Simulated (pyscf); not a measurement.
Thermochemistry of product channels of B–F (SMILES [B]F) [singlet] + SiH₄ (SMILES [SiH4]) on the singlet surface, in kcal/mol, from CCSD(T)/def2-TZVPP + ΔMP2(QZVPP) energies (ideal gas, 1 atm, RRHO with modes under 100 cm⁻¹ raised to 100, one conformer, R ln 2 for rigid chiral ones). Optimised with ωB97X-D3(BJ)/def2-SVP in PySCF. MP2 and CC: frozen core, UHF for open shells. ΔMP2 is the change of the MP2 total energy from the triple- to the quadruple-zeta basis.

```csv
products,ΔE,ΔH(298 K),ΔG(600 K),ΔG(900 K)
H₂B–F (SMILES BF) + SiH₂ (SMILES [SiH2]) [singlet],___,+9.8,+6.3,___
BH (SMILES [BH]) [singlet] + F–SiH₃ (SMILES F[SiH3]),+39.7,+38.8,+37.9,+37.3
```

Question: What belongs in the gaps?

Answer: 
- H₂B–F (SMILES BF) + SiH₂ (SMILES [SiH2]) [singlet], ΔE: +9.6
- H₂B–F (SMILES BF) + SiH₂ (SMILES [SiH2]) [singlet], ΔG(900 K): +4.6

These are energies of the channels, which say nothing of barriers. The CCSD(T) − MP2 part came from Ansatz, without density fitting, on the same reference.
